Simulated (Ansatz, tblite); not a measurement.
# The cluster W₂Cl+: a ladder of methods and basis sets

The task here is to estimate one member of a computed series from the others.

Computed with Ansatz 0.2.0, Gaussian basis. Level: as each input shows.

Plan: GFN1-xTB, PBE-D4/def2-TZVP, r2SCAN-D4/def2-TZVP, CAM-B3LYP-D4/def2-TZVP, ωB97X-V/def2-TZVP, B3LYP-D4/def2-TZVP, r2SCANh-D4/def2-TZVP, r2SCAN0-D4/def2-TZVP, PBE-D4/def2-SVP, PBE0-D4/def2-SVP, CCSD(T)/def2-TZVPP, MP2/def2-TZVP, RPA/def2-TZVP.

1 further run of the same task is left out (set aside as unsound or not needed). Runs told in other sessions of the task aren't counted.

## The geometry

The geometry is that of the singlet, from an earlier relaxation (PBE0-D4/def2-TZVP). At that level it is the lowest of the isomers that a small search found.

3 atoms, charge 1, spin multiplicity 1.

Bond lengths: W1–W2 2.088 Å, W1–Cl3 2.227 Å. Angles: W2–W1–Cl3 98.9°.

W takes a core potential in the def2 sets. No spin-orbit coupling is included. The ion is computed in the gas phase, without counter-ions or solvent.

PBE0-D4/def2-TZVP was run before; its log isn't repeated, and its numbers join the tables.

The first run:

Tight binding, by tblite at 300 K electronic temperature and without a spin-polarisation term:

```python
tblite.interface.Calculator('GFN1-xTB', numbers, positions, charge=1, uhf=0).singlepoint()
```

start.molden holds the orbitals of an earlier run on this state, given as this run's starting guess.

The input, in.yaml:

```yaml
crystal:
  periodic: [false, false, false]
  atoms:
    - {symbol: W, position_ang: [1.859861, -2.496978, -0.667236]}
    - {symbol: W, position_ang: [0.493730, -1.312953, 0.376955]}
    - {symbol: Cl, position_ang: [1.930809, -4.242869, 0.714181]}
basis:
  gaussian: {orbitals: def2-TZVP, initial_orbitals: start.molden}
total_charge: 1
hamiltonian: {xc: pbe, dispersion: d4}
scf: {omitted_lower_state_checks: [starts]}
output: {orbitals: {seedname: orbitals}}
```

Command:

```sh
$ ansatz run in.yaml --threads 4 --pin off --events-out ev --progress --plain --max-ram 3916MiB
```

Steps of the session up to this table: PBE-D4/def2-TZVP; r2SCAN-D4/def2-TZVP; CAM-B3LYP-D4/def2-TZVP; ωB97X-V/def2-TZVP; B3LYP-D4/def2-TZVP; r2SCANh-D4/def2-TZVP; r2SCAN0-D4/def2-TZVP; PBE-D4/def2-SVP; PBE0-D4/def2-SVP; CCSD(T)/def2-TZVPP; MP2/def2-TZVP; RPA/def2-TZVP.

One table of the session follows, with a row left open; its other results are not shown here.

It belongs to the step «Levels side by side». 

| level | HOMO (eV) | LUMO (eV) | gap (eV) |
| --- | --- | --- | --- |
| PBE-D4/def2-SVP | -10.29 | -10.04 | 0.25 |
| PBE-D4/def2-TZVP | ? | ? | ? |
| r2SCAN-D4/def2-TZVP | -10.36 | -9.68 | 0.68 |
| r2SCANh-D4/def2-TZVP | -10.70 | -9.28 | 1.41 |
| B3LYP-D4/def2-TZVP | -10.97 | -9.15 | 1.82 |
| PBE0-D4/def2-SVP | -11.18 | -8.93 | 2.25 |
| PBE0-D4/def2-TZVP | -11.10 | -8.85 | 2.25 |
| r2SCAN0-D4/def2-TZVP | -11.20 | -8.71 | 2.49 |
| CAM-B3LYP-D4/def2-TZVP | -12.23 | -7.70 | 4.53 |
| ωB97X-V/def2-TZVP | -13.08 | -6.53 | 6.55 |

Q: Estimate the row for PBE-D4/def2-TZVP from the others.

As computed: HOMO (eV): -10.23; LUMO (eV): -9.98; gap (eV): 0.25. In the column «HOMO (eV)» it is the highest.
